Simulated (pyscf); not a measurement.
Structures and frequencies: ωB97X-D3(BJ)/def2-SVP in PySCF.

Question: Estimate by transition-state theory the rate constant of `[F][Ta]([F])([F])([F])[F]` + `[Cl][Si]([Cl])([Cl])[Cl]` → `[F][Ta]([F])([F])([F])[Cl]` + `[F][Si]([Cl])([Cl])[Cl]` (singlet surface; F–Ta, Cl–Si broken, Cl–Ta, F–Si formed) at 900 K, with ωB97M-D3(BJ)/def2-TZVP energies (ideal gas, 1 atm, RRHO with modes under 100 cm⁻¹ raised to 100, one conformer, R ln 2 for rigid chiral ones; no tunnelling).

Answer: The electronic barrier is 13.8 kcal/mol and the thermal terms add +37.1, so ΔG‡ = 50.9 kcal/mol. With k_BT/h = 1.88e+13 s⁻¹ and RT = 1.788 kcal/mol, and a volume of 1.23e-19 cm³ per molecule at 1 atm, k = 1.0e-18 cm³ molecule⁻¹ s⁻¹. Wigner's tunnelling factor for 95i cm⁻¹ would be 1.00. A shift of 1 kcal/mol in the barrier changes k by a factor 1.7. On the reactant side the descent ends in an adduct with a Cl–Ta contact, 8.8 kcal/mol under the separated species and 16.6 kcal/mol under the saddle at ωB97X-D3(BJ)/def2-TZVP. On the product side the descent ends in an adduct with a F–Ta contact, 7.9 kcal/mol under the separated species and 21.5 kcal/mol under the saddle at ωB97X-D3(BJ)/def2-TZVP. What is counted as formed (Cl–Ta) is already present as a longer contact in the reactant adduct; forming that adduct is a step of its own. What is counted as broken (F–Ta) persists as a longer contact in the product adduct; parting that adduct is a step of its own. At ωB97X-D3(BJ) the barrier from the zero used here is 7.8 kcal/mol. This is the saddle that the search found; another between the same sides may lie lower. Elements past Kr carry the def2 core potentials, without spin-orbit coupling.
